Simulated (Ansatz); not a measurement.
# O2F (SMILES [O]OF) at UCCSD/STO-3G

Aim: the vertical ionisation energy of O2F at UCCSD/STO-3G, from 2 runs. 

Program for the calculation: Ansatz 0.2.0.

46 further runs of the same task are left out: 12 that didn't finish, 34 set aside as unsound or not needed.

**1. The system as given**

The species is O2F (3 atoms), meant as a doublet with charge 0. As SMILES, `[O]OF`. Geometry: relaxed at GFN2-xTB.

Bond lengths: O1–O2 1.194 Å. A long bond or contact: O2–F3 1.563 Å.

**2. A single-point energy at UCCSD/STO-3G**

Contents of in.yaml:

```yaml
crystal:
  periodic: [false, false, false]
  atoms:
    - {symbol: O, position_ang: [0.949760, -0.292600, 0.491570]}
    - {symbol: O, position_ang: [0.124690, 0.486900, 0.122000]}
    - {symbol: F, position_ang: [-1.074440, -0.194290, -0.613560]}
basis:
  gaussian: {orbitals: STO-3G}
magnetization: {spin_polarized: true, initial_magnetization: 1}
correlation: {method: ccsd, frozen_orbitals: {F: 1, O: 1}}
accuracy: high
scf: {omitted_lower_state_checks: [cluster_reference, increment]}
```

Command:

```bash
ansatz run in.yaml --threads 1 --pin off --max-ram 2610MiB --events-out events.jsonl --progress --plain --runs-dir runs
```

The program printed, shortened:

```text
Warning: RAYON_NUM_THREADS=1 ignored (pool sized by the plan → 1); use --threads N
Functional definition: HF
  name "HF"
[...]
250 factors; integrals over basis functions are off by at most 3.6e-8 eV
[...]
mean field -6682.84905018 eV, -245.5901727963 hartree, gradient 5.1e-8 eV, S^2 1.373873; 17 other end points of the search recorded, 0 dependent functions left out
3 core orbitals not correlated: weight in the atoms' cores, before any rotation towards them, 1.000 or more for the frozen orbitals, at most 0.000 for the correlated occupied ones
reference -6682.84905018 eV, -245.5901727963 hartree; 10, 9 occupied and 2, 3 virtual orbitals, 250 factors
second order -1.91340510 eV of doubles, -0.00000000 eV of singles
cycle   1  -2.27926753 eV  change   -3.7e-1 eV  update   8.4e-2
[...]
cycle  41  -3.40032773 eV  change   4.1e-10 eV  update  6.5e-10
Total energy: -6686.24937791 eV, -245.7151325356 hartree
Checks for a lower state left out: cluster_reference, increment
```

Run time: 0.46 s. Hardware: 1 thread of Arm Neoverse V2, shared host.

**3. The singlet cation at the same level**

Contents of run.yaml:

```yaml
crystal:
  periodic: [false, false, false]
  atoms:
    - {symbol: O, position_ang: [0.949760, -0.292600, 0.491570]}
    - {symbol: O, position_ang: [0.124690, 0.486900, 0.122000]}
    - {symbol: F, position_ang: [-1.074440, -0.194290, -0.613560]}
basis:
  gaussian:
    orbitals: STO-3G
total_charge: 1
correlation:
  method: ccsd
  frozen_orbitals: {F: 1, O: 1}
accuracy: high
scf:
  omitted_lower_state_checks: [cluster_reference, increment]
```

Command:

```bash
ansatz run run.yaml --threads 1 --pin off --max-ram 2610MiB --events-out events.jsonl --progress --plain --runs-dir runs
```

The program printed, shortened:

```text
Warning: RAYON_NUM_THREADS=1 ignored (pool sized by the plan → 1); use --threads N
[... 2 set-up lines as earlier in the session ...]
[...]
250 factors; integrals over basis functions are off by at most 3.6e-8 eV
[...]
mean field -6671.75227433 eV, -245.1823738055 hartree, gradient 2.6e-8 eV, S^2 0.000000; 5 other end points of the search recorded, 0 dependent functions left out; unrestricted orbitals would lower it
3 core orbitals not correlated: weight in the atoms' cores, before any rotation towards them, 1.000 or more for the frozen orbitals, at most 0.000 for the correlated occupied ones
reference -6671.75227433 eV, -245.1823738055 hartree; 9, 9 occupied and 3, 3 virtual orbitals, 250 factors
second order -5.12101936 eV of doubles, -0.00000000 eV of singles
cycle   1  -5.42599432 eV  change   -3.0e-1 eV  update   1.5e-1
[...]
cycle  33  -6.42205965 eV  change   -1.2e-9 eV  update   1.6e-9
Total energy: -6678.17433398 eV, -245.4183801445 hartree
Checks for a lower state left out: cluster_reference, increment
```

Wall time 0.2 s (1 thread of Arm Neoverse V2, shared host).

**4. Results**

At UCCSD/STO-3G, 3 core orbitals frozen:

| quantity | value |
| --- | --- |
| doublet O2F: total energy | -245.71513 Eh |
| doublet O2F: correlation energy (3 core orbitals frozen) | -125.0 mEh |
| doublet O2F: ⟨S²⟩ of the reference determinant | 1.374 |
| doublet O2F: T1 diagnostic | 0.058 |
| singlet cation: total energy | -245.41838 Eh |
| singlet cation: correlation energy (3 core orbitals frozen) | -236.0 mEh |
| singlet cation: T1 diagnostic | 0.058 |
| vertical ionisation energy (to the singlet cation) | 8.075 eV |

Removing an electron at fixed nuclei costs 8.08 eV (186 kcal/mol). Only the singlet of the ionised species was computed; a triplet could lie lower. In a minimal basis such a difference can be off by several eV, whatever the method. ⟨S²⟩ (doublet O2F) is 1.37 where a pure doublet has 0.75: the reference is spin-contaminated. The T1 diagnostic (doublet O2F) of 0.058 is above the customary mark for such species, so a single reference may not serve. The T1 diagnostic (singlet cation) of 0.058 is above the customary mark for such species, so a single reference may not serve.
